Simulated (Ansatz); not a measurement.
Base system: Si in the diamond structure (space group Fd-3m, No. 227; a = 5.4699 Å).

Levels (all Ansatz, a quantum-chemistry and plane-wave program, PAW, earlier PAW set): PBE (420 eV, without spin-orbit coupling); r2SCAN (500 eV, without spin-orbit coupling).

Levels that relaxed their own cell: PBE and r2SCAN.

| level | band gap | lattice parameter a |
|---|---|---|
| PBE | 0.61 eV | 5.470 Å |
| r2SCAN | 0.78 eV | 5.444 Å |

Measured: band gap 1.23 eV (static lattice; corrected from measurement; as listed in Wei Chen et al., Physical Review Materials (2018)); lattice parameter a 5.421 Å (static lattice; corrected from measurement; as listed in Daniel Mejia-Rodriguez, S. B. Trickey, Phys. Rev. B (2018)).

Computed minus measured — band gap: PBE -0.62 eV, r2SCAN -0.45 eV (closest: r2SCAN); lattice parameter a: PBE +0.9 %, r2SCAN +0.4 % (closest: r2SCAN). A measured gap can be an optical one, lowered by exciton binding.

Whether these cells are dynamically stable was not tested.
